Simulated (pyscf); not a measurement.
Structures and frequencies: ωB97X-D3(BJ)/def2-SVP in PySCF.

### Question
H₃C–Si:–Cl [singlet] + H• → [H₂C=Si–Cl]• + H₂
Surface: doublet. Broken: C–H. Formed: H–H. Give ΔE‡ and ΔE from ωB97M-D3(BJ)/def2-TZVP, relative to the separated reactants.

### Answer
ΔE‡ = 8.3 kcal/mol, ΔE = -5.4 kcal/mol. Zero-point energy shifts the barrier by -1.4 kcal/mol. It is a hydrogen abstraction, with an imaginary mode of 1484i cm⁻¹. The same reactants have a lower exit, to H₃C–SiH•–Cl (no saddle found, reaction energy -59.2 kcal/mol at ωB97M-D3(BJ), against +8.3 kcal/mol here). One saddle was located; it need not be the lowest between these sides. The angle at the transferred H is 169°.
